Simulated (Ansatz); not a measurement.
Compare A (`C/C=N/C`) with its isomer B (`C=CNC`).

Isolated molecules relaxed with PBE0-D4/def2-TZVP in Ansatz; ΔE leaves out vibrations. CBS: MP2 limit from def2 TZ/QZ plus the TZ coupled-cluster correction, frozen cores. DFT in def2-TZVPP. One conformer a species, not always the lowest.

A:

Z-matrix (Å, degrees):
```
C
C 1 1.488
H 1 1.095 2 110.4
H 1 1.095 2 110.4 3 117.8
H 1 1.089 2 110.4 3 -121.1
N 2 1.259 1 122.5 3 121.5
H 2 1.103 1 116.5 3 -58.4
C 6 1.438 2 118.1 1 180.0
H 8 1.100 6 113.7 2 0.2
H 8 1.094 6 109.3 2 -121.6
H 8 1.093 6 109.3 2 122.0
```

B:

Z-matrix (Å, degrees):
```
C
N 1 1.442
H 1 1.092 2 109.3
H 1 1.099 2 113.8 3 -120.7
H 1 1.091 2 109.7 3 117.7
C 2 1.375 1 119.3 3 50.6
H 2 1.009 1 114.4 3 -169.0
C 6 1.334 2 127.0 1 151.7
H 6 1.088 2 113.2 1 -31.2
H 8 1.085 6 122.1 2 -3.4
H 8 1.081 6 120.2 2 175.0
```

Question: Which isomer does CCSD(T)/CBS put lower? Give the gap. (Estimate.)

Answer: Computed: A, by 6.1 kcal/mol.

Question: Give E(B) − E(A) in kcal/mol with MP2/def2-TZVPP, LDA (SPW92), r2SCAN-D4, CCSD(T)/def2-SVP, CCSD(T)/def2-TZVPP, B2PLYP, CCSD/def2-TZVPP. (Best estimate.)

Answer: Ansatz gave: MP2/def2-TZVPP 6.6, LDA (SPW92) 3.1, r2SCAN-D4 5.2, CCSD(T)/def2-SVP 8.1, CCSD(T)/def2-TZVPP 7.0, B2PLYP 6.0, CCSD/def2-TZVPP 6.9. None reverses the order clearly.

Question: Does the order hold for the free energy at 298.15 K (harmonic terms from PBE0-D4)? (An estimate is asked.)

Answer: The calculation gave: Yes: G(B) − G(A) = +6.7 kcal/mol, for one conformer each.

Largest T1 diagnostic: 0.011.

At CCSD(T), def2-SVP lies +2.0 kcal/mol from the extrapolated value and def2-TZVPP +0.9 kcal/mol. Leaving LDA and LC-ωPBE aside and taking each functional with its dispersion term where it has one, the values, not all of them listed here, spread over 1.7 kcal/mol, from r2SCAN0-D4 to B97M-V. LDA lies −2.2 kcal/mol from PBE without D4.
